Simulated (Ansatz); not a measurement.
We consider fcc Pd, described by PBE-D4 (Ansatz, a program for electronic structure, plane waves, PAW).

Numerical settings: plane-wave cutoff 520 eV, 24×24×24 k mesh, Fermi–Dirac smearing 0.05 eV, scalar-relativistic PAW data made under PBE.

Computed points:

```tsv
V (Å³/atom)	E − E_lowest (meV/atom)
14.020	35.25
14.319	14.93
14.617	3.54
14.915	0.00
15.214	3.36
15.512	12.77
15.810	27.50
```

Task: Fit the third-order Birch–Murnaghan equation and give B0 and B′.

Result: V0 = 14.913 Å³/atom, B0 = 185 GPa, B′ = 5.5 (fit to the energies at full precision).

Measured, for comparison: bulk modulus 195 GPa (zero-point energy and finite temperature contributions removed, our sources range from 187 to 198; as tabulated in doi:10.1021/acs.jctc.3c00612); equilibrium volume per atom 14.56 Å³/atom (static lattice: zero-point anharmonic expansion removed; as tabulated in Mejia-Rodriguez and Trickey (2018), arXiv:1807.09216). Computed (rounded) less measured: bulk modulus -5 % (-1 % to -7 % over the range), equilibrium volume per atom +2.4 %.
